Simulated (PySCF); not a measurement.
Process, species as SMILES: FOF + H+ → F[OH+]F
B3LYP-D3(BJ)/def2-TZVP geometries, fixed; electronic energies without zero-point terms; positive where energy is released.

Effect of the SCF energy threshold at HF/def2-SVP with PySCF, against the last row, where the proton affinity is 109.75 kcal/mol. The proton sits at the site shown, which need not be the one that binds it best.

```json
[
 {"setting": "conv_tol: 1e-4", "SCF cycles, largest species": "7", "largest shift of a total energy (mEh)": "0.002", "shift of the proton affinity (kcal/mol)": "-0.001"},
 {"setting": "conv_tol: 1e-5", "SCF cycles, largest species": "8", "largest shift of a total energy (mEh)": "0.000", "shift of the proton affinity (kcal/mol)": "0.000"},
 {"setting": "conv_tol: 1e-6", "SCF cycles, largest species": "9", "largest shift of a total energy (mEh)": "0.000", "shift of the proton affinity (kcal/mol)": "0.000"},
 {"setting": "conv_tol: 1e-7", "SCF cycles, largest species": "10", "largest shift of a total energy (mEh)": "0.000", "shift of the proton affinity (kcal/mol)": "0.000"},
 {"setting": "conv_tol: 1e-11", "SCF cycles, largest species": "14", "largest shift of a total energy (mEh)": "0.000", "shift of the proton affinity (kcal/mol)": "0.000"}
]
```

Within 0.02 kcal/mol in the proton affinity: conv_tol: 1e-4; conv_tol: 1e-5; conv_tol: 1e-6; conv_tol: 1e-7. The largest shift is 0.002 mEh in a total energy and 0.001 kcal/mol in the difference.
